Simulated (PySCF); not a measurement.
# How methods differ on the ionisation energy of He

He 1s2 (1S) → He⁺ 1s1 (2S), as a difference of total energies. Computed with PySCF 2.14 in aug-cc-pVQZ, with no relativity, point nucleus. Correlated levels: valence: nothing frozen. The calculations carry no spin-orbit coupling.

| method | ionisation energy (eV) | error (eV) |
| --- | --- | --- |
| UHF | 23.448 | -1.139 |
| MP2 (valence) | 24.420 | -0.167 |
| SCS-MP2 (valence) | 24.615 | +0.028 |
| CCSD (valence) | 24.564 | -0.023 |

Reference: 24.587 eV (measured; NIST Atomic Spectra Database, ionization energies).

Errors of the correlated levels include the incompleteness of this basis.

With two correlated electrons CCSD is exact in that space.
